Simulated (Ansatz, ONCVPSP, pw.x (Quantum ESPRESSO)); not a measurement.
La (Z = 57): does the ONCV potential hold in the solid?

lanthanum, optimised norm-conserving Vanderbilt (ONCV), made with ONCVPSP 4.0.1.1 (patched build) (PBEsol, scalar-relativistic). Core [Kr] 4d10, reference 5s2 5p6 5d1 6s1 (charge +1). Waves: 5s+6s: rc 2.65 bohr, ncon 3, nbas 7, qcut 4.5 1/bohr, 2 projectors; 5p: rc 2.80 bohr, ncon 4, nbas 7, qcut 5.4 1/bohr, 1 projector; 5d: rc 4.00 bohr, ncon 4, nbas 9, qcut 4.6 1/bohr, 2 projectors, debl 3.8 Ha; f scattering state at 0.17 Ha: rc 4.30 bohr, ncon 3, nbas 8, qcut 2.6 1/bohr, 2 projectors, debl 2.3 Ha. Local part: polynomial inside 1.75 bohr (lpopt 5, dvloc0 2 Ha). Core correction: Teter function, fcfact 4.5, rcfact 1.06.

In the f channel the program set the typed energies aside and used -0.376, 1.924 Ha.

Crystal test: bcc La in pw.x 7.5, no spin, 11³ k-points, Fermi–Dirac smearing 0.01 Ry, cutoffs 50/200 Ry. The reference is all-electron LAPW (Ansatz 0.2.0) with the same functional, mesh and smearing; V0 and B0 come from Birch–Murnaghan fits to the pressures at five volumes. Errors are pseudo minus all-electron; Δ is the rms difference of the E(V) curves that follow from these fits, minima aligned, over ±6 % about the mean V0. Mesh and smearing are coarse, so the numbers serve the comparison and aren't converged zero-temperature values; the lattice is a test structure that the element need not adopt.

All-electron: a0 = 4.124 Å (V0 = 35.06 Å³/atom), B0 = 27.1 GPa.

Problem. How far does the potential miss the all-electron equation of state?

Solution. mean pressure error (GPa): +33.59. The pressure does not cross zero within the volumes sampled, so no fit is given. The largest radius (4.30 bohr) exceeds half the bond length (3.37 bohr), so the spheres overlap, which is one possible source of error among others. This is a poor potential for the solid. The pseudo pressure rises with volume over part of the range, a mechanical instability.

```csv
V (Å³/atom),P all-electron (GPa),P pseudo (GPa)
33.188,1.59,41.86
34.062,0.81,42.02
34.935,0.10,36.34
35.808,-0.56,28.41
36.682,-1.15,20.09
```

Problem. At the middle volume, how do free energy and pressure move when the wave cutoff is lowered (ecutrho kept at four times it)?

Solution.

```json
{"cutoff (Ry)": "22", "shift of F (meV/atom)": "+274.4", "shift of P (GPa)": "-0.97"}
{"cutoff (Ry)": "30", "shift of F (meV/atom)": "+134.0", "shift of P (GPa)": "-1.31"}
{"cutoff (Ry)": "40", "shift of F (meV/atom)": "+15.8", "shift of P (GPa)": "-0.23"}
```

The run at the middle volume (56 k-points, 14 iterations) took about 33 s on one core of a shared host (Neoverse-N1, 64 threads, 124 GiB, load 48).
